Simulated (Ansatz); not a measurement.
Start from Ir in the fcc (Cu type) structure (space group Fm-3m, No. 225; a = 3.871 Å).

Levels (all Ansatz, an electronic-structure program, PAW, earlier PAW set): PBE (420 eV, spin-orbit coupling left out); PBEsol (420 eV, no SOC).

Levels that relaxed their own cell: PBE and PBEsol.

```json
[
 {"level": "PBE", "lattice parameter a": "3.871 Å"},
 {"level": "PBEsol", "lattice parameter a": "3.830 Å"}
]
```

Measured: lattice parameter a 3.831 Å (static lattice; corrected from measurement; as listed in Daniel Mejia-Rodriguez, S. B. Trickey, Phys. Rev. B (2018)).

Computed minus measured — lattice parameter a: PBE +1.0 %, PBEsol -0.0 % (closest: PBEsol).

Whether these cells are dynamically stable was not tested. The final runs are not spin-polarised.
